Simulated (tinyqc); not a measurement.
Pariser-Parr-Pople SCF with singles CI, for the molecule C=CC=C([CH2+])N (SMILES; centres numbered as the heavy atoms are written), step by step. One step of it, computed by the program tinyqc.

Question. Iteration 1: orbitals and new P. Diagonalise F (the basis is taken as orthonormal) and form P = 2 sum c c over the lowest orbitals.

F (eV), order 1C, 2C, 3C, 4C, 5C, 6N:
```
[[-11.067125, -2.944939, -0.487527, 0.124077, 0.042392, -0.030287],
 [-2.944939, -11.004943, -5.782783, 0.625997, 0.220806, -0.137484],
 [-0.487527, -5.782783, -9.494408, -3.175690, 0.098828, 0.131681],
 [0.124077, 0.625997, -3.175690, -10.350151, -4.003323, -2.369609],
 [0.042392, 0.220806, 0.098828, -4.003323, -6.390701, 0.208670],
 [-0.030287, -0.137484, 0.131681, -2.369609, 0.208670, -9.640572]]
```

pi electrons, sum of z_r less the charge = 6

Give: orbital energies; P after iteration 1.

Answer.

orbital energies (eV): [-17.5275, -14.1790, -10.2605, -9.0861, -4.8674, -2.0275]

P after iteration 1, order 1C, 2C, 3C, 4C, 5C, 6N:
```
[[1.7362, 0.3803, -0.2692, -0.1251, -0.0528, 0.4718],
 [0.3803, 1.1034, 0.8702, -0.1127, -0.1521, -0.2271],
 [-0.2692, 0.8702, 1.0384, 0.3716, 0.0885, -0.1510],
 [-0.1251, -0.1127, 0.3716, 1.2460, 0.6114, 0.6318],
 [-0.0528, -0.1521, 0.0885, 0.6114, 0.3097, 0.3403],
 [0.4718, -0.2271, -0.1510, 0.6318, 0.3403, 0.5663]]
```
